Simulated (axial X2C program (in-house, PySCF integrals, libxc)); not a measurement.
What spin–orbit coupling does to F₂⁺

Computed with an axial X2C code built on PySCF integrals. Spin-free means the one-electron spin-free X2C Hamiltonian; two-component (2c) means X2C with spin–orbit coupling and atomic mean-field two-electron Coulomb and Gaunt terms, so the difference of the two also holds small scalar two-electron terms. Basis: F dyall-av3z [7s6p3d2f] (cores contracted in-house); Gaussian nuclei, density fitting, unrestricted open shells. Masses: F 18.998 u.

Spin-free state: M_S = 1/2, Λ = 1 (beyond evenly filled blocks: π+α, π+β, π-α); fragments F+ + F.

```json
{"level": "PBE0", "Re (Å)": "1.274", "ωe (cm⁻¹)": "1299.2", "De (eV)": "3.457"}
{"level": "HF", "Re (Å)": "1.213", "ωe (cm⁻¹)": "1578.4", "De (eV)": "-1.026"}
{"level": "MP2", "Re (Å)": "1.355", "ωe (cm⁻¹)": "862.9", "De (eV)": "3.782"}
{"level": "CCSD", "Re (Å)": "1.291", "ωe (cm⁻¹)": "1212.3", "De (eV)": "2.790"}
{"level": "CCSD(T)", "Re (Å)": "1.314", "ωe (cm⁻¹)": "1108.4", "De (eV)": "3.189"}
{"level": "TPSSh", "Re (Å)": "1.301", "ωe (cm⁻¹)": "1211.0", "De (eV)": "3.576"}
```

Correlated methods: 13 electrons correlated (number of frozen shells: F 1 s), 195 virtual spin orbitals or spinors in MP2, 90 natural virtuals in coupled cluster.

Within this multiplet, which Ω should lie lowest by the rule for regular and inverted multiplets?

The open π shell holds three electrons, one hole, so the multiplet is inverted: Ω = Λ + 1/2 = 3/2. The PBE0 2c search agrees, though Ω = 1/2 of the search lies only 0.04 eV higher.

Two-component determinant lowest at the distance of the search:

Ω = 3/2 (⟨Sz⟩ = 0.50, ⟨Lz⟩ = 1.00 at HF); fragments F+ + F.

```csv
level,Re (Å),ωe (cm⁻¹),De (eV)
PBE0,1.274,1299.2,3.480
HF,1.213,1578.2,-1.012
MP2,1.355,864.5,3.780
CCSD,1.291,1212.5,2.787
CCSD(T),1.314,1108.7,3.178
TPSSh,1.301,1211.0,3.598
```

From the two tables, how do the constants change at the CCSD(T) level (2c against spin-free)?

At the CCSD(T) level Re is unchanged within 0.001 Å and ωe goes up by 0.3 cm⁻¹; De changes by -0.011 eV.

The state is one determinant whose occupation by symmetry is held fixed; it was picked as the lowest of a PBE0 search that is not exhaustive. Dissociation energies refer to the lowest single-determinant-based atoms at the same level and basis. Density functionals use the spin component along the axis (collinear). CCSD and (T) use frozen natural virtuals with an MP2 correction for the truncation; (T) itself is uncorrected, so its De runs slightly low. The 2c atoms are single determinants rather than J levels; their spin–orbit lowering is only partly caught, and De is too large by that part. This holds for PBE0, TPSSh. The functionals have no current-density term, which raises determinants with orbital currents, atoms included. Under one Hamiltonian the search converged a single determinant, so lower ones may well exist.
